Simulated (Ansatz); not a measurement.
**P₃ (sextet): the correlation ladder, cc-pVDZ**

How much of the correlation energy of P₃ (sextet) does each wave-function method recover here?

Method: cc-pVDZ, core rule «outside noble gas», up to 15 orbitals frozen; program: Ansatz 0.2.0, Gaussian basis.

Plan: UHF; CCSD(T) on ROHF; CCSD(T) on UHF; BCCD(T) on ROHF; CISD as a restricted active space (open shells left free, so some higher excitations enter); CCSDT(Q) on ROHF; CCSDT(Q) on UHF; CASSCF and MRCISD+Q, 9 electrons in 9 orbitals; CASSCF and NEVPT4(SD), 9 electrons in 9 orbitals; CASSCF and NEVPT2, 9 electrons in 9 orbitals.

24 further runs of the same task are left out: 9 that didn't finish, 15 set aside as unsound or not needed. Runs told in other sessions of the task aren't counted.

### 1 What is computed

The geometry is a PBE0/def2-TZVP stationary point (not a proven minimum) of the parent state, kept for this charge and spin.

3 atoms, charge 0, spin multiplicity 6.

Atoms are counted from 1 here; the program's logs count them from 0.

Bond lengths: P1–P2 2.056 Å, P2–P3 2.056 Å. Angles: P1–P2–P3 107.7°.

### 2 UHF

The input, in.yaml:

```yaml
crystal:
  periodic: [false, false, false]
  atoms:
    - {symbol: P, position_ang: [0.000000, -0.404315, 1.659704]}
    - {symbol: P, position_ang: [0.000000, 0.808631, 0.000000]}
    - {symbol: P, position_ang: [0.000000, -0.404315, -1.659704]}
basis:
  gaussian: {orbitals: cc-pVDZ}
magnetization: {spin_polarized: true, initial_magnetization: 5}
hamiltonian: {xc: hf}
output: {orbitals: {seedname: orbitals}}
```

Run with:

```bash
ansatz run in.yaml --threads 1 --pin off --events-out ev --progress --plain --max-ram 2393MiB
```

After this run come: CCSD(T) on ROHF; CCSD(T) on UHF; BCCD(T) on ROHF; CISD as a restricted active space (open shells left free, so some higher excitations enter); CCSDT(Q) on ROHF; CCSDT(Q) on UHF; CASSCF and MRCISD+Q, 9 electrons in 9 orbitals; CASSCF and NEVPT4(SD), 9 electrons in 9 orbitals; CASSCF and NEVPT2, 9 electrons in 9 orbitals.

**Question.** What will the summary of the whole plan be? Wanted: UCCSDT(Q) from the RHF energy; RMP2 from UCCSDT(Q); UMP2 from UCCSDT(Q); RCCSD from UCCSDT(Q); RCCSD(T) from UCCSDT(Q); UCCSD(T) from UCCSDT(Q); RCCSDT(Q) from UCCSDT(Q); NEVPT2 valence from UCCSDT(Q); NEVPT4(SD) valence from UCCSDT(Q).

As calculated:

```
                         quantity                      value
    UCCSDT(Q) from the ROHF energy                 -8.4986 eV
              RMP2 from UCCSDT(Q)                +1519.5 meV
              UMP2 from UCCSDT(Q)                +1621.2 meV
             RCCSD from UCCSDT(Q)                 +340.9 meV
          RCCSD(T) from UCCSDT(Q)                  +66.4 meV
          UCCSD(T) from UCCSDT(Q)                  +68.1 meV
         RCCSDT(Q) from UCCSDT(Q)                   +1.0 meV
    NEVPT2 valence from UCCSDT(Q)                +1436.5 meV
NEVPT4(SD) valence from UCCSDT(Q)                 +132.8 meV
  MRCISD+Q valence from UCCSDT(Q)                 +104.5 meV
levels within 1 kcal/mol (43 meV)  RCCSDT, UCCSDT, RCCSDT(Q)
                    T1 diagnostic                      0.029
   effectively unpaired electrons                       5.01
```

In words: RCCSD(T) misses by +66.4 meV, 0.8 % of the correlation energy. One determinant dominates. Of the multireference levels listed MRCISD+Q valence comes nearest in total energy (+104.5 meV), which doesn't show that its space is the better one. These misses are within one basis, not against nature; the frozen cores of restricted and unrestricted runs differ, which can shift their rows.

With open shells the CI space here admits some higher excitations, so it is larger than plain CISD.
